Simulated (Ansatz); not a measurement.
One crystal and one scan (energy against volume) at two levels, PBE (plane waves to 420 eV, PAW, scalar-relativistic; Ansatz, an electronic-structure program) and PBEsol (plane waves to 420 eV, PAW, scalar-relativistic; Ansatz), each from its own relaxed cell and on its own mesh. The cell shown is that of PBE.

AlAs (zinc blende)

```
AlAs
1.0
    0.00000     2.86422     2.86422
    2.86422     0.00000     2.86422
    2.86422     2.86422     0.00000
As Al
1 1
Cartesian
  4.29633   4.29633   4.29633
  0.00000   0.00000   0.00000
```

This relaxed cell (volume V₀) is scaled evenly in all directions, its shape held. Symmetry pins the atoms to their sites.

E stands for the smeared free energy. AlAs was relaxed with its symmetry unable to fall. Percentages come from the unrounded values. Both scans cover V/V₀ from 0.840 to 1.160.

Results of PBE:

```
Property                                                 Value
-------------------------------------------------------  -----
Lattice constant a (Å)                                   5.728
Pressure at the smallest volume (GPa)                     16.9
Energy cost of the largest compression (meV/atom)        171.0
Energy cost of the largest expansion (meV/atom)           96.5
Bulk modulus B₀ (third-order Birch-Murnaghan fit) (GPa)   66.9
Pressure for 5 % compression (fit) (GPa)                   3.8
```

Q: Estimate the PBEsol values.

A: 
```
quantity                                                 PBEsol     PBE − PBEsol
-------------------------------------------------------  ------  ---------------
Lattice constant a (Å)                                    5.675  +0.053 (+0.9 %)
Pressure at the smallest volume (GPa)                      18.1      -1.2 (-6 %)
Energy cost of the largest compression (meV/atom)         178.0    -7.0 (-3.9 %)
Energy cost of the largest expansion (meV/atom)           101.1    -4.6 (-4.6 %)
Bulk modulus B₀ (third-order Birch-Murnaghan fit) (GPa)    71.9    -5.0 (-7.0 %)
Pressure for 5 % compression (fit) (GPa)                    4.1      -0.3 (-7 %)
```

PBE gives the higher value for: lattice constant a. PBE gives the lower value for: pressure at the smallest volume; energy cost of the largest compression; energy cost of the largest expansion; bulk modulus B₀; pressure for 5 % compression. For the lattice constant a the reference is 5.649 Å (measured, corrected to the static lattice; as given in Daniel Mejia-Rodriguez, S. B. Trickey, Physical Review B (2018), arXiv:1807.09216): PBEsol lies nearer. For the bulk modulus B₀ the reference is 75 GPa (measured, corrected to the static lattice; as given in Daniel Mejia-Rodriguez, S. B. Trickey, Physical Review B (2018), arXiv:1807.09216): PBEsol lies nearer.  Neither level is exact: the differences show how much the result hangs on the functional.

(Under strain, the slope of the energy per volume gives the stress and its curvature an elastic modulus.)
